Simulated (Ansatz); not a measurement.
# SiH₄O (triplet): wave-function methods side by side at distance Si1–H5 along a hydrogen transfer = 1.744 Å, cc-pVDZ

Aim: climb from Hartree-Fock through coupled cluster and multireference methods for SiH₄O (triplet) at one geometry and basis, and see what each rung misses.

Computed with Ansatz 0.2.0, Gaussian basis. Level: cc-pVDZ, core rule «outside noble gas», up to 6 orbitals frozen.

Plan: UHF; CCSD(T) on ROHF; CCSD(T) on UHF; BCCD(T) on ROHF; CISD; CCSDT(Q) on ROHF; CCSDT(Q) on UHF; CASSCF and MRCISD+Q, 4 electrons in 4 orbitals; CASSCF and NEVPT2, 4 electrons in 4 orbitals.

10 further runs of the same task are left out: 1 for a mislabelled method, 9 that didn't finish.

## (1) The geometry

The geometry derives from fragments relaxed apart (PBE0/def2-TZVP) and kept rigid, so it is no stationary point. A hydrogen atom is moved between rigid fragments.

6 atoms, charge 0, spin multiplicity 3.

Atoms are counted from 1 here; the program's logs count them from 0.

Bond lengths: Si1–H2 1.485 Å, Si1–H3 1.485 Å, Si1–H4 1.485 Å, H5–O6 1.094 Å. Angles: H2–Si1–H3 109.5°, H2–Si1–H4 109.5°, H3–Si1–H4 109.5°.

## (2) UHF

File in.yaml:

```yaml
crystal:
  periodic: [false, false, false]
  atoms:
    - {symbol: Si, position_ang: [-0.949105, 0.000000, 0.000000]}
    - {symbol: H, position_ang: [-1.443976, 1.399708, 0.000000]}
    - {symbol: H, position_ang: [-1.443976, -0.699854, 1.212183]}
    - {symbol: H, position_ang: [-1.443976, -0.699854, -1.212183]}
    - {symbol: H, position_ang: [0.794895, 0.000000, 0.000000]}
    - {symbol: O, position_ang: [1.888895, 0.000000, 0.000000]}
basis:
  gaussian: {orbitals: cc-pVDZ}
magnetization: {spin_polarized: true, initial_magnetization: 2}
hamiltonian: {xc: hf}
output: {orbitals: {seedname: orbitals}}
```

Run with:

```sh
$ ansatz run in.yaml --threads 1 --pin off --events-out ev --progress --plain --max-ram 2393MiB
```

After this run come: CCSD(T) on ROHF; CCSD(T) on UHF; BCCD(T) on ROHF; CISD; CCSDT(Q) on ROHF; CCSDT(Q) on UHF; CASSCF and MRCISD+Q, 4 electrons in 4 orbitals; CASSCF and NEVPT2, 4 electrons in 4 orbitals.

**Question.** What will the summary of the whole plan be? Wanted: UCCSDT(Q) below the RHF energy; RMP2 from UCCSDT(Q); UMP2 from UCCSDT(Q); RCCSD from UCCSDT(Q); RCCSD(T) from UCCSDT(Q); UCCSD(T) from UCCSDT(Q); RCCSDT(Q) from UCCSDT(Q); NEVPT2 pair from UCCSDT(Q); MRCISD+Q pair from UCCSDT(Q).

**Answer**, as computed:

| quantity | value |
| --- | --- |
| UCCSDT(Q) below the RHF energy | -8.5121 eV |
| RMP2 from UCCSDT(Q) | +1279.8 meV |
| UMP2 from UCCSDT(Q) | +1348.2 meV |
| RCCSD from UCCSDT(Q) | +188.2 meV |
| RCCSD(T) from UCCSDT(Q) | +38.3 meV |
| UCCSD(T) from UCCSDT(Q) | +37.8 meV |
| RCCSDT(Q) from UCCSDT(Q) | +1.3 meV |
| NEVPT2 pair from UCCSDT(Q) | +1280.8 meV |
| MRCISD+Q pair from UCCSDT(Q) | +84.3 meV |
| levels within 1 kcal/mol (43 meV) | RCCSD(T), UCCSD(T), BCCD(T), RCCSDT, UCCSDT, RCCSDT(Q) |
| T1 diagnostic | 0.020 |

What this shows: RCCSD(T) lands +38.3 meV from the yardstick (0.5 % of the correlation energy). Of the multireference levels listed MRCISD+Q pair comes nearest in total energy (+84.3 meV), which doesn't show that its space is the better one. These misses are within one basis, not against nature; the frozen cores of restricted and unrestricted runs differ, which can shift their rows.
